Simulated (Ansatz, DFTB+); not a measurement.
Molecule: C$_{2}$HO$_{2}$ (charge -1, singlet). SMILES: O=[C-]C=O

Atoms: C1, C2, O3, O4, H5. Bonds: C1-C2, C1-O3, C2-O4, C2-H5.

Bond lengths (Å) and angles (degrees) optimised at SCC-DFTB with DFTB+; HF/6-31G* with Ansatz (a program for electronic structure); B3LYP/LANL2DZ with Ansatz, each started from the B3LYP-D3(BJ)/def2-TZVP structure (Ansatz) of the last column. A row stands for all coordinates that are equal there; 7 of 8 kinds are shown. 6-31G* holds six Cartesian d functions. No wavenumbers were computed at SCC-DFTB, B3LYP/LANL2DZ, so these may be saddle points.

```
coordinate  SCC-DFTB  HF/6-31G*  B3LYP/LANL2DZ  B3LYP-D3(BJ)/def2-TZVP
----------  --------  ---------  -------------  ----------------------
C1-C2          1.482      1.459          1.408                   1.404
C1-O3          1.239      1.215          1.256                   1.214
C2-O4          1.252      1.226          1.317                   1.268
C2-H5          1.230      1.117          1.124                   1.128
C2-C1-O3       125.9      131.2          146.7                   144.3
C1-C2-O4       127.1      129.8          130.1                   129.4
C1-C2-H5       107.0      107.8          107.4                   107.1
```

Mean signed difference of all 4 bond lengths from B3LYP-D3(BJ)/def2-TZVP: SCC-DFTB 0.047 Å, HF/6-31G* 0.001 Å, B3LYP/LANL2DZ 0.022 Å.
